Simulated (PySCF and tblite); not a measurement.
Results of a calculation; reference values are marked as such.
System: C₃H₅N, numbered as in [H]/[N:4]=[CH:3]\[CH:2]=[CH2:1].

Motion: planar inversion at N4 (torsion C2–C3–N4–H from 0° to -180°). GFN2-xTB gives an electronic barrier of 22.7 kcal/mol and a reaction energy of 0.7 kcal/mol.

In real samples N–H and O–H hydrogens exchange between molecules, which also interchanges these forms.

PBE0/pcSseg-1 + D3(BJ) on B3LYP-D3(BJ)/def2-SVP geometries gives 27.3 kcal/mol and k(298 K) = 1.7×10⁻⁶ s⁻¹.

(1) What does PBE0/pcSseg-1 + D3(BJ), IEF-PCM acetone give on B3LYP-D3(BJ)/def2-SVP geometries?

Programs: tblite and PySCF.

## Answers

(1) A barrier of 29.6 kcal/mol, 2.2 above the first DFT barrier (from unrounded values), a reaction energy of -0.2 kcal/mol and, with GFN2-xTB thermal terms, ΔG‡(298 K) = 27.6 kcal/mol and k = 4×10⁻⁸ s⁻¹ (1 equivalent path).
